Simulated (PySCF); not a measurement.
Compound: C5H9N.
SMILES with atom numbers: `[C-:1]#[N+:2][C:3]([CH3:4])([CH3:5])[CH3:6]` (hydrogens: H7, H8, H9 on C4; H10, H11, H12 on C5; H13, H14, H15 on C6)

Computed with PySCF, PBE0-D3(BJ)/def2-SVP geometry optimisation, gas phase.

Problem. Give the optimised bond lengths and angles.

Solution. 
| bond | length (Å) |
| --- | --- |
| C1≡N2 | 1.173 |
| N2–C3 | 1.432 |
| C3–C4, C3–C5, C3–C6 | 1.530 |
| C4–H7 and 8 like bonds | 1.100 |

Bonds in one row agree within 0.01 Å and their mean is given. A selection of angles:
| angle | degrees |
| --- | --- |
| C1–N2–C3 | 179.9 |
| N2–C3–C4 | 108.2 |
| C4–C3–C5 | 110.8 |
| C3–C4–H7 | 109.9 |
| C3–C4–H8 | 110.7 |
| H7–C4–H8 | 108.6 |
| H8–C4–H9 | 108.4 |

The C–N distances run from 1.173 Å (C1≡N2, drawn triple) to 1.432 Å (N2–C3, drawn single), a spread of 0.259 Å. All 3 C–C bonds measure 1.530 Å.

Point group: C3v (every atom within 0.08 Å of its image). Whether it is a minimum is left open (no frequencies).

The run took 79 s on Intel Xeon Platinum 8375C at 2.90 GHz, one thread (shared host), and the process peaked at 0.56 GiB of memory. This is the geometry optimisation.
